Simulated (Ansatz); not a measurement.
## Two structures, one formula

Two relaxed structures of CH₄Al₂, singlet (PBE0-D4/def2-TZVP; forces vanish, vibrations not checked).

A:

```xyz
7
angstrom
C 0.8675 -0.5949 -0.0605
Al -0.0787 0.2959 1.2371
Al -0.4323 -0.0215 -1.2243
H -1.2930 0.8134 0.0683
H -1.1687 0.1436 -2.6088
H -0.4082 0.8260 2.6851
H 1.7720 -1.1846 -0.1145
```

B:

```
7
angstrom
C -0.4190 0.2133 -0.6371
Al -0.1077 0.7146 1.2303
Al 0.9845 -1.0315 -0.0758
H -1.2284 -0.5101 -0.3392
H -0.7240 0.7106 -1.5578
H -0.4983 1.9358 2.1763
H 1.9929 -2.0327 -0.7965
```

Program: Ansatz 0.2.0. Basis: def2-TZVPP. Cores are frozen in the correlated methods. B3LYP uses VWN-RPA correlation.

(1) Which structure is lower at CCSD(T), and by how much? (Judge from chemistry; the value comes from the calculation.)

T1 diagnostic: at most 0.015.

Results:

(1) By the calculation: A, by 0.504 eV (electronic energy, against the other). By their contacts, A is CH₄Al₂ ([H]1[AlH]2[CH][AlH]12) and B is CH₄Al₂ ([CH2]1[AlH][AlH]1).

All methods give the same order:

```json
{"method": "PBE-D4", "E(B) − E(A) (eV)": "0.414"}
{"method": "r2SCAN-D4", "E(B) − E(A) (eV)": "0.522"}
{"method": "PBE0-D4", "E(B) − E(A) (eV)": "0.394"}
{"method": "B3LYP-D4", "E(B) − E(A) (eV)": "0.495"}
{"method": "wB97M-V", "E(B) − E(A) (eV)": "0.514"}
{"method": "HF", "E(B) − E(A) (eV)": "0.425"}
{"method": "MP2", "E(B) − E(A) (eV)": "0.590"}
{"method": "CCSD", "E(B) − E(A) (eV)": "0.468"}
{"method": "CCSD(T)", "E(B) − E(A) (eV)": "0.504"}
```

Labels in which every atom is bracketed show which atoms are joined, not bond orders.

For scale, one of the runs: CCSD(T)/def2-TZVPP, 171 basis functions, launched by `ansatz run in.yaml --threads 2 --pin off --events-out ev --progress --plain --max-ram 4352MiB`. Hardware: 2 CPU threads of an Arm Neoverse V1, shared host. Wall time 14 s; peak host memory 1.3 GiB.
